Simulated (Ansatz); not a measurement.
C4H3S, SMILES `[c]1ccsc1` radical. Total charge 0; spin multiplicity 2. Geometry: relaxed with PBE0-D4/def2-TZVP.

```xyz
8

C    -0.947   -0.681    0.284
C    -0.013    0.013    1.069
C     0.884    0.646    0.254
S     0.557    0.375   -1.400
C    -0.814   -0.612   -1.053
H     0.006    0.049    2.149
H     1.724    1.261    0.542
H    -1.398   -1.051   -1.845
```

**Question.** What is the dipole moment at B3LYP/def2-TZVPP? (An estimate is asked.)

**Answer.** Computed: 0.60 D, with components (0.49, 0.35, 0.06) D in this frame, pointing from negative to positive charge.

**Question.** And with PBE, r2SCAN, ωB97M-V? (Estimate.)

**Answer.** Computed: PBE 0.62 D, r2SCAN 0.56 D, ωB97M-V 0.63 D.

**Question.** Give the Mulliken charges with B3LYP, PBE, ωB97M-V in def2-TZVPP. (Best estimate.)

**Answer.** Ansatz gave: 
```json
{"atom": "C1", "B3LYP": "-0.05", "PBE": "-0.04", "ωB97M-V": "-0.04"}
{"atom": "C2", "B3LYP": "-0.15", "PBE": "-0.14", "ωB97M-V": "-0.14"}
{"atom": "C3", "B3LYP": "-0.11", "PBE": "-0.08", "ωB97M-V": "-0.13"}
{"atom": "S4", "B3LYP": "0.07", "PBE": "0.05", "ωB97M-V": "0.11"}
{"atom": "C5", "B3LYP": "-0.14", "PBE": "-0.12", "ωB97M-V": "-0.16"}
{"atom": "H6", "B3LYP": "0.13", "PBE": "0.11", "ωB97M-V": "0.12"}
{"atom": "H7", "B3LYP": "0.13", "PBE": "0.11", "ωB97M-V": "0.12"}
{"atom": "H8", "B3LYP": "0.13", "PBE": "0.11", "ωB97M-V": "0.12"}
```

B3LYP here is the variant with VWN-RPA as its local correlation; programs differ in this.
